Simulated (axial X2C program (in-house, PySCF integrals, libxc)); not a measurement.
MgP along the bond: HF, 2c

Calculated with an axial X2C code built on PySCF integrals. Two-component (2c) means X2C with spin–orbit coupling and atomic mean-field two-electron Coulomb and Gaunt terms. Basis: P dyall-v3z [8s7p2d1f], Mg dyall-cv3z [9s8p6d3f] (cores contracted in-house); Gaussian nuclei, density fitting, unrestricted open shells. Masses: P 30.974 u, Mg 23.985 u.

State: Ω = 3/2 (⟨Sz⟩ = 1.50, ⟨Lz⟩ = 0.00 at HF). Dipoles are positive if Mg is the positive end.

| R (Å) | μ (D) | HOMO (eV) | LUMO (eV) |
| --- | --- | --- | --- |
| 2.218 | 1.815 | -6.88 | 0.36 |
| 2.320 | 2.077 | -6.96 | 0.31 |
| 2.396 | 2.258 | -7.02 | 0.26 |
| 2.473 | 2.414 | -7.07 | 0.22 |
| 2.549 | 2.531 | -7.12 | 0.18 |
| 2.638 | 2.591 | -7.17 | 0.14 |
| 2.727 | 2.534 | -7.22 | 0.13 |
| 2.842 | 2.252 | -7.24 | 0.14 |
| 2.982 | 1.691 | -7.20 | 0.20 |

(1) The minimum lies at 2.532 Å. What is the dipole moment there, and its slope?

The state is one determinant whose occupation by symmetry is held fixed; it was picked as the lowest of a PBE0 search that is not exhaustive. Other states lie close and PBE0, whose exact exchange favours high spin, may order them wrongly; the determinant shown need not be the ground state. The nearest other 2c determinant of the search, Ω = 1/2, lies 0.15 eV up at the distance of the search. With several unpaired electrons one determinant need not be a pure state. This is the top spin component of a Σ state; components of lower Ω are not single determinants and can lie lower. The determinant is spin-polarised beyond a pure state at some levels (its spin-free form has ⟨S²⟩ too high), which makes Re and μ there less reliable. The stretched end of a curve changes character and is left out.

Results:

(1) At HF, 2c, with the sign and origin stated: μ = 2.51 D, dμ/dR = 1.35 D/Å.
